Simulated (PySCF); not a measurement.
## Frontier levels across methods

Species: C3H6OS.
Cartesian coordinates in Å at the PBE0-D3(BJ)/def2-SVP level; atoms count from 1:
```
atom  x, y, z in Å
C1    -0.5413   -1.2970   -0.6082
O2    -1.0931    0.0009   -0.5730
C3    -0.4649    1.0191    0.0159
C4     0.8714    0.7411    0.6377
S5    -1.1701    2.4892    0.0287
H6    -1.2637   -1.9198   -1.1497
H7    -0.4030   -1.7113    0.4032
H8     0.4207   -1.3203   -1.1444
H9     0.7914   -0.0280    1.4239
H10    1.5872    0.3640   -0.1115
H11    1.2655    1.6620    1.0773
```

Basis pcSseg-2 throughout (PySCF), one geometry. Geometry: PBE0-D3(BJ)/def2-SVP, one conformer, isolated molecule.

Question: How do the orbital energies, the gap and the dipole change with the method?

Answer: 
```csv
method,kind,HOMO (eV),LUMO (eV),gap (eV),μ (D),SCF cycles
BLYP,GGA,-4.94,-2.09,2.86,4.62,16
B97-D,GGA,-5.07,-2.14,2.93,4.68,16
OPBE,GGA,-5.11,-2.14,2.96,4.68,15
PBE,GGA,-5.11,-2.22,2.89,4.66,16
BP86,GGA,-5.20,-2.30,2.90,4.69,16
KT3,GGA,-5.21,-2.20,3.01,4.56,16
KT2,GGA,-5.21,-2.19,3.02,4.61,16
LDA,LDA,-5.23,-2.40,2.84,4.72,15
B97-2,global hybrid,-6.07,-1.36,4.70,4.79,14
B3LYP,global hybrid,-6.07,-1.53,4.55,4.75,14
PBE0,global hybrid,-6.32,-1.31,5.01,4.81,15
mPW1PW91,global hybrid,-6.34,-1.33,5.01,4.81,14
BHandHLYP,global hybrid,-7.39,-0.26,7.13,4.93,13
CAM-B3LYP,range-separated hybrid,-7.64,-0.19,7.46,4.87,14
wB97X-D,range-separated hybrid,-8.17,0.46,8.63,4.92,15
LC-wPBE,range-separated hybrid,-9.04,0.90,9.94,4.99,15
HF,Hartree–Fock,-9.08,2.22,11.30,5.30,12
```

The HOMO spans 4.13 eV, from BLYP down to HF, and the gap runs from 2.84 eV (LDA) to 11.30 eV (HF). Over the methods BLYP (0 %), B97-D (0 %), OPBE (0 %), PBE (0 %), BP86 (0 %), KT3 (0 %), KT2 (0 %), LDA (0 %), B97-2 (21 %), B3LYP (20 %), PBE0 (25 %), mPW1PW91 (25 %), BHandHLYP (50 %), HF (100 %), a straight line through the gap against the share of exact exchange rises by 0.84 eV for each 10 % (correlation coefficient 1.000). The dipole ranges from 4.56 D (KT3) to 5.30 D (HF). This basis has no diffuse functions.

The vertical ΔSCF ionisation energy at CAM-B3LYP/def2-SVPD is 8.57 eV; −ε(HOMO) comes closest to it with wB97X-D (8.17 eV).
